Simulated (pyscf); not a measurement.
Single points on ωB97X-D3(BJ)/def2-SVP structures (PySCF, gas phase). Correlated levels are frozen-core, on RHF or UHF. ΔMP2 is the change of the MP2 total energy from the triple- to the quadruple-zeta basis.

Question: H₂N–B(OH)–OH → O=B–OH + ammonia (NH₃)
Surface: singlet. Broken: B–N, H–O. Formed: H–N. Give ΔE‡ and ΔE from CCSD(T)/def2-TZVPP + ΔMP2(QZVPP), relative to the reactant's lowest minimum found.

Answer: ΔE‡ = 218.6 kJ/mol, ΔE = +189.6 kJ/mol. Zero-point energy shifts the barrier by -11.3 kJ/mol. It is an elimination, with an imaginary mode of 1477i cm⁻¹. On the reactant side the descent ends in a point that may be a rotor saddle (no frequency run), 13.6 kJ/mol over the lowest minimum found and 202.3 kJ/mol under the saddle at ωB97X-D3(BJ)/def2-TZVP. On the product side the descent ends in an adduct with a B–N contact, 35.4 kJ/mol under the separated species and 56.2 kJ/mol under the saddle at ωB97X-D3(BJ)/def2-TZVP. What is counted as broken (B–N) persists as a longer contact in the product adduct; parting that adduct is a step of its own. One saddle was located; it need not be the lowest between these sides. The CCSD(T) − MP2 part came from Ansatz, without density fitting, on the same reference.
